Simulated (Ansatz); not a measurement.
fcc Au, treated with PBE+SOC in Ansatz (plane waves, PAW).

Run with plane-wave cutoff 520 eV, 20×20×20 k mesh, Fermi–Dirac smearing 0.1 eV, perturbation theory, PAW data made under PBE.

Computed at the level's own relaxed cell.

Harmonic phonon frequencies (cm⁻¹; i marks an imaginary mode):

```csv
q point,frequencies
X,77 77 136
L,54 54 139
W,75 106 106
```

No imaginary mode appears at these points.

Ansatz is a first-principles code.
